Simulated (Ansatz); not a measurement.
System: CaB6-type LaB₆. Method: RPBE in Ansatz (PAW).

Settings: plane-wave cutoff 520 eV, 14×14×14 k mesh, Fermi–Dirac smearing 0.05 eV, scalar-relativistic PAW data made under PBE.

The volume scan:

```tsv
V (Å³/atom)	E − E_lowest (meV/atom)
10.024	9.25
10.233	2.24
10.441	0.00
10.650	2.10
10.859	8.14
```

Q: What bulk modulus B0 and pressure derivative B′ does a third-order Birch–Murnaghan fit give?

A: V0 = 10.441 Å³/atom, B0 = 166 GPa, B′ = 3.7 (fit to the energies at full precision).

Shape and atoms are relaxed at each volume.

Measured, for comparison: bulk modulus 164 ± 2 GPa (room temperature, no zero-point or thermal correction, isothermal; as tabulated in LaB6 under pressure, Phys. Rev. B 80, 172104 (doi 10.1103/PhysRevB.80.172104)); equilibrium volume per atom 10.26 Å³/atom (296 K, no zero-point or thermal correction; as tabulated in Tsubota and Kitagawa (2017), doi:10.1038/s41598-017-15766-y). Computed (rounded) less measured: bulk modulus +1 %, equilibrium volume per atom +1.8 %. A static lattice is as a rule a little smaller and stiffer than an uncorrected measurement, which narrows the difference in the bulk modulus and would widen misses of the other sign.

Note: the bulk modulus comes from volumes at which shape and atoms were relaxed.

Spin–orbit coupling is not included.

The computed numbers hold no vibrational or temperature effects.

Ansatz is a first-principles code.
